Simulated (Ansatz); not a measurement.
This geometry of AlH₆N (8 atoms, charge 0, multiplicity 1) is a first-order saddle point.

Theory: RKS PBE0-D4/def2-SVP (Ansatz 0.2.0).

```xyz
8
Properties=species:S:1:pos:R:3
Al 0.014 -0.348 -0.040
H -0.274 0.043 1.729
H 1.392 0.335 -0.432
H -1.367 -0.122 -0.790
N 0.182 -2.052 0.799
H -0.546 -2.760 0.738
H 1.078 -2.507 0.958
H -0.111 -0.935 1.660
```

Which two structures does it join? (They come from a converged band through this point; their orientation in space is the band's.)

Bonds broken: Al1–H2, N5–H8. Bonds formed: H2–H8. AlH6N becomes AlH4N + H2.

Image 0:

```xyz
8
Properties=species:S:1:pos:R:3
Al 0.017 -0.044 0.166
H 0.154 0.799 1.527
H 1.306 -0.122 -0.790
H -1.429 -0.095 -0.532
N 0.072 -1.961 0.956
H -0.081 -2.669 0.235
H 0.974 -2.161 1.392
H -0.646 -2.093 1.669
```

Image 6:

```xyz
8
Properties=species:S:1:pos:R:3
Al 0.094 -0.675 -0.172
H -0.476 0.586 1.994
H 1.373 0.263 -0.244
H -1.350 -0.236 -0.666
N 0.316 -2.346 0.388
H -0.413 -3.049 0.431
H 1.199 -2.748 0.682
H -0.376 -0.140 2.209
```

How far does it lie above each of them?

1.35 eV above the first and 0.67 eV above the second. This is the barrier of this one path; another mechanism may lie lower. The orbitals stay closed-shell, which can raise the energy where a bond breaks towards radicals; this wasn't checked here.

Time of the run: 110 s on 1 thread of Arm Neoverse V2 (shared host), peak memory 0.094 GiB.
